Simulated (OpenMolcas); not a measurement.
# One shape, several levels: C3H3N (acrylonitrile)

Aim: a comparison of 6 runs (HF/6-311+G**, M06-2X/6-311+G**, M06-L/6-311+G**, PBE/6-311+G**, r2SCAN/6-311+G**, revPBE/6-311+G**) of C3H3N (acrylonitrile). 

Program for the calculation: OpenMolcas 26.06.

1 further run of the same task is left out (set aside as unsound or not needed).

## (1) Starting point

C3H3N: 7 atoms, total charge 0, spin state singlet. SMILES: `C=CC#N`. The shape is that of a PBE0-D4/def2-TZVP optimisation.

Bond lengths: C1–C2 1.329 Å, C2–C3 1.423 Å, C3–N4 1.152 Å, C1–H5 1.083 Å, C1–H6 1.083 Å, C2–H7 1.085 Å. Angles: C1–C2–C3 122.7°, C2–C3–N4 178.9°, C1–C2–H7 121.5°, C3–C2–H7 115.8°, C2–C1–H5 121.6°, C2–C1–H6 120.6°, H5–C1–H6 117.9°.

## (2) Energy and forces at HF/6-311+G(d,p) (run 1)

The input, test.input:

```
>>> EXPORT MOLCAS_PRINT=2

&GATEWAY
  BasLib = $CurrDir
  Coord
  7
  angstrom
  C       -0.540840       0.829550      -0.350560
  C        0.371580       0.105220       0.289410
  C        0.413320      -1.315880       0.218830
  N        0.465120      -2.465750       0.175380
  H       -1.304630       0.366690      -0.963300
  H       -0.540500       1.909410      -0.272510
  H        1.135950       0.570750       0.902750
  Basis = 6-311pGss
  Group = NoSym

&SEWARD

&SCF
  Thresholds = 1e-10 1e-07 1e-07 1e-05
  PrOrbitals = 1

&ALASKA
```

The basis set 6-311+G** is read from a file made from the Basis Set Exchange's data (not shown).

On the command line:

```
$ export MOLCAS_MEM=1860
$ pymolcas test.input > test.log
```

Standard output:

```text
--- Start Module: gateway ---
[...]
--- Stop Module: gateway /rc=_RC_ALL_IS_WELL_ ---
[...]
      Basis functions          106
[...]
--- Start Module: scf ---
[...]
       Convergence after  16 Iterations
[...]
::    Total SCF energy                               -169.8097308923
[...]
      Total spin, S                                     0.0000000000
[...]
      Total electronic charge=   28.000000
      Total            charge=   -0.000000
[...]
      Dipole Moment (debye):
      Origin of the operator (angstrom)=    0.1646   -0.6833    0.0757
                   X= -5.9177E-01               Y=  4.3419E+00               Z= -1.3641E-01           Total=  4.3842E+00
      Quadrupole Moment (debye*angstrom):
[...]
--- Stop Module: scf /rc=_RC_ALL_IS_WELL_ ---
[...]
--- Start Module: alaska ---
[...]
 *              Molecular gradients               *
 **************************************************
  Irreducible representation: a
 ------------------------------------------------------------------------------------------
                              X                       Y                       Z
 ------------------------------------------------------------------------------------------
  C1               -3.39563330242587E-03    3.73734052516639E-03   -2.30603680005048E-03
  C2                2.19004042671767E-03   -2.23530040653082E-02    4.66218454162615E-05
  C3               -2.54260604819684E-03    6.77067515534118E-02    2.94965838504901E-03
  N4                2.53806198833217E-03   -5.55231724442606E-02   -2.07142971236068E-03
  H5               -4.01871530677189E-03   -2.91605130842121E-03   -3.26119036711914E-03
  H6                4.03067849845673E-05    6.07826729548933E-03    4.71973023970076E-04
  H7                5.18854545734238E-03    3.26986844390298E-03    4.17040362505583E-03
 ------------------------------------------------------------------------------------------
--- Stop Module: alaska /rc=_RC_ALL_IS_WELL_ ---
[...]
```

Wall time 17 s (1 thread of Arm Neoverse V1, shared host); peak memory 0.61 GiB.

## (3) Energy and forces at M06-2X/6-311+G(d,p) (run 2)

The input, test.input:

```
&GATEWAY
 BasLib=$CurrDir
 Coord
 7
 angstrom
 C       -0.540840       0.829550      -0.350560
 C        0.371580       0.105220       0.289410
 C        0.413320      -1.315880       0.218830
 N        0.465120      -2.465750       0.175380
 H       -1.304630       0.366690      -0.963300
 H       -0.540500       1.909410      -0.272510
 H        1.135950       0.570750       0.902750
 Basis=6-311pGss
 Group=NoSym

&SEWARD
 GridInput
 Grid=UltraFine
 End of Grid

&SCF
 KSDFT=M062X
 Thresholds=1e-10 1e-07 1e-07 1e-05
 PrOrbitals=1

&ALASKA
```

The basis set 6-311+G** is read from a file made from the Basis Set Exchange's data (not shown).

On the command line:

```
$ export MOLCAS_MEM=1860
$ pymolcas test.input > test.log
```

Standard output:

```text
--- Start Module: gateway ---
[...]
--- Stop Module: gateway /rc=_RC_ALL_IS_WELL_ ---
[...]
      Basis functions          106
[...]
--- Start Module: scf ---
[...]
       Convergence after  14 Iterations
[...]
::    Total KS-DFT energy                            -170.8031209607
[...]
      Total spin, S                                     0.0000000000
[...]
      Total electronic charge=   28.000000
      Total            charge=   -0.000000
[...]
      Dipole Moment (debye):
      Origin of the operator (angstrom)=    0.1646   -0.6833    0.0757
                   X= -4.8910E-01               Y=  4.0159E+00               Z= -8.1995E-02           Total=  4.0464E+00
      Quadrupole Moment (debye*angstrom):
[...]
--- Stop Module: scf /rc=_RC_ALL_IS_WELL_ ---
[...]
--- Start Module: alaska ---
[...]
 *              Molecular gradients               *
 **************************************************
  Irreducible representation: a
 ------------------------------------------------------------------------------------------
                              X                       Y                       Z
 ------------------------------------------------------------------------------------------
  C1                1.27762369903461E-03   -4.22406458662650E-04    9.39388586458367E-04
  C2               -1.66690743411557E-03   -8.04884925595961E-03   -1.84870870621845E-03
  C3               -1.79053388941836E-04    1.15729638100612E-02    7.02595213721235E-04
  N4                3.05454015767648E-04   -3.82867648187357E-03   -4.49932943487608E-05
  H5               -1.87009614558420E-05    1.94693537425739E-04   -2.51907211179514E-06
  H6               -1.44393973938700E-04    1.57106607487023E-04   -9.51088258979299E-05
  H7                4.25978043679720E-04    3.75168241409485E-04    3.49346098377445E-04
 ------------------------------------------------------------------------------------------
--- Stop Module: alaska /rc=_RC_ALL_IS_WELL_ ---
[...]
```

It took 56 s on 1 thread of Arm Neoverse V1, shared host; peak memory 0.61 GiB.

Runs 3 to 5 aren't shown in full; the table further down has their settings and results.

## (4) Energy and forces at revPBE/6-311+G(d,p) (run 6)

The input, run.inp:

```
* C3H3N Kohn-Sham DFT

&gateway
 baslib
 $CurrDir
 coord
 7
 bohr
 C     -1.02203948     1.56762231    -0.66246239
 C      0.70218443     0.19883698     0.54690564
 C      0.78106160    -2.48665281     0.41352877
 N      0.87894942    -4.65959219     0.33142017
 H     -2.46539339     0.69294367    -1.82037318
 H     -1.02139697     3.60826196    -0.51496927
 H      2.14663439     1.07856119     1.70595026
 basis
 6-311pGss
 group
 NoSym

&seward
 gridinput
 Grid=UltraFine
 End of Grid

&scf
 ksdft
 revPBE
 thresholds
 1e-10 1e-07 1e-07 1e-05
 prorbitals
 1

&alaska
```

The basis set 6-311+G** is read from a file made from the Basis Set Exchange's data (not shown).

On the command line:

```
$ export MOLCAS_MEM=1860
$ pymolcas run.inp > run.log
```

Standard output:

```text
--- Start Module: gateway ---
[...]
--- Stop Module: gateway /rc=_RC_ALL_IS_WELL_ ---
[...]
      Basis functions          106
[...]
--- Start Module: scf ---
[...]
       Convergence after  18 Iterations
[...]
::    Total KS-DFT energy                            -170.8341534263
[...]
      Total spin, S                                     0.0000000000
[...]
      Total electronic charge=   28.000000
      Total            charge=   -0.000000
[...]
      Dipole Moment (debye):
      Origin of the operator (angstrom)=    0.1646   -0.6833    0.0757
                   X= -4.4219E-01               Y=  3.8831E+00               Z= -5.5972E-02           Total=  3.9086E+00
      Quadrupole Moment (debye*angstrom):
[...]
--- Stop Module: scf /rc=_RC_ALL_IS_WELL_ ---
[...]
--- Start Module: alaska ---
[...]
 *              Molecular gradients               *
 **************************************************
  Irreducible representation: a
 ------------------------------------------------------------------------------------------
                              X                       Y                       Z
 ------------------------------------------------------------------------------------------
  C1                1.02057695155260E-02   -9.21551240021579E-03    7.07891021254614E-03
  C2               -9.32876982736897E-03    8.36386253487387E-03   -6.47878317735229E-03
  C3                7.49138963262258E-04   -3.74417155489075E-02   -2.12058813692362E-03
  N4               -2.06751369952496E-03    4.53795226895366E-02    1.69598412184646E-03
  H5                4.52698231958726E-03    1.88054221526790E-03    3.56733145070143E-03
  H6                4.79113991774138E-04   -6.25243611765613E-03   -8.40336706414424E-05
  H7               -4.56472126321028E-03   -2.71426337291936E-03   -3.65882080016844E-03
 ------------------------------------------------------------------------------------------
--- Stop Module: alaska /rc=_RC_ALL_IS_WELL_ ---
[...]
```

Run time: 49 s. Hardware: 1 thread of Arm Neoverse V1, shared host; peak memory 0.61 GiB.

## (5) All runs side by side

```csv
run,level,integration grid,energy (Eh),dipole moment (D),HOMO energy (eV),LUMO energy (eV),wall time
1,HF/6-311+G**,–,-169.809731,4.38,-10.89,1.52,17 s
2,M06-2X/6-311+G**,UltraFine,-170.803121,4.05,-9.70,-0.86,56 s
3,M06-L/6-311+G**,UltraFine,-170.852637,3.96,-7.55,-2.50,68 s
4,PBE/6-311+G**,UltraFine,-170.660567,3.93,-7.38,-2.72,50 s
5,r2SCAN/6-311+G**,UltraFine,-170.772141,4.04,-7.59,-2.57,72 s
6,revPBE/6-311+G**,UltraFine,-170.834153,3.91,-7.31,-2.64,49 s
```

## (6) What came out

```
                       quantity          value
            run 6: total energy  -170.83415 Eh
           run 6: dipole moment         3.91 D
             run 6: HOMO energy       -7.31 eV
             run 6: LUMO energy       -2.64 eV
           run 6: HOMO–LUMO gap        4.67 eV
run 6: largest force on an atom     2.338 eV/Å
```

**Reading.** The dipole moment (its size) runs from 3.91 D (revPBE/6-311+G**) to 4.38 D (HF/6-311+G**). The HOMO–LUMO gap runs from 4.66 eV (PBE/6-311+G**) to 12.41 eV (HF/6-311+G**). Exact exchange widens orbital gaps. Totals of different functionals can't be ranked against each other. All runs together took 5.2 min, the longest 72 s.
